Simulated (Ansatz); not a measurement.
# Scan of [AlH2···H···GeH3], doublet

Starting geometry:

```xyz
8

Al   -2.8511    0.0000    0.0000
H    -3.6440    1.3734    0.0000
H    -3.6440   -1.3734    0.0000
H    -1.2652    0.0000    0.0000
Ge    1.1119    0.0000    0.0000
H     1.5806   -1.4659    0.0000
H     1.5806    0.7330   -1.2695
H     1.5806    0.7330    1.2695
```

From there H4 is moved from one fragment to the other while all else, the fragments' distance too, stays fixed, so the hump isn't the reaction's barrier; atoms are numbered as listed. Energies are in eV, counted from the starting geometry at the same level. Kohn–Sham curves are unrestricted where that lies lower.

Basis cc-pVDZ; Ansatz 0.2.0. Correlated methods freeze the noble-gas cores and the filled d shells of p-block atoms. Prefix R: restricted or restricted open-shell reference; prefix U: unrestricted. No spin–orbit coupling is included, and no scalar relativity.

Full CI isn't at hand for all of this; UCCSDT(Q) serves as the reference, and is uncertain by about the last step of the cluster series.

| distance Al1-H4 (Å) | PBE |
| --- | --- |
| 1.586 | 0.000 |
| 1.707 | -0.022 |
| 1.949 | 0.039 |
| 2.191 | -0.065 |
| 2.433 | -0.129 |

**Question.** Estimate the UCCSDT(Q) curve in cc-pVDZ from this one, knowing how PBE errs.

**Answer.** The computed UCCSDT(Q) values, in eV from the starting point, and the error of PBE against them:
| distance Al1-H4 (Å) | UCCSDT(Q) | PBE less UCCSDT(Q) |
| --- | --- | --- |
| 1.586 | 0.000 | 0.000 |
| 1.707 | 0.069 | -0.090 |
| 1.949 | 0.290 | -0.251 |
| 2.191 | 0.156 | -0.221 |
| 2.433 | -0.052 | -0.077 |

The error spans 0.251 eV and is largest, -0.251 eV, at 1.949 Å.

In so small a basis the reference is far from its limit while semilocal and hybrid functionals are nearer theirs, so the functionals' errors here hold much of the reference's basis and frozen-core error, which can add to them or hide them.
